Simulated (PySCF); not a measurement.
C4H5N, SMILES C/C=C\C#N (PBE/def2-SVP optimised geometry):

```
10

C      1.485    -1.281     0.000
C     -0.007    -1.281     0.000
C     -0.810    -0.186     0.000
C     -0.319     1.156     0.002
N      0.070     2.265     0.004
H      1.875    -1.828     0.885
H      1.906    -0.258     0.002
H      1.875    -1.823    -0.888
H     -0.509    -2.265     0.000
H     -1.906    -0.302     0.000
```

Calculation: PBE/def2-TZVP in PySCF 2.14.0.

### Question
What are the frontier orbital energies and the dipole moment?

### Answer
HOMO-2 -8.50 eV, HOMO-1 -8.08 eV, HOMO -6.80 eV, LUMO -2.45 eV, LUMO+1 -0.61 eV; dipole moment 4.25 D.

Meta-Löwdin charges at PBE/def2-TZVP: C1 -0.35, C2 -0.05, C3 -0.17, C4 0.09, N5 -0.22, H6 0.14, H7 0.14, H8 0.14, H9 0.13, H10 0.15.
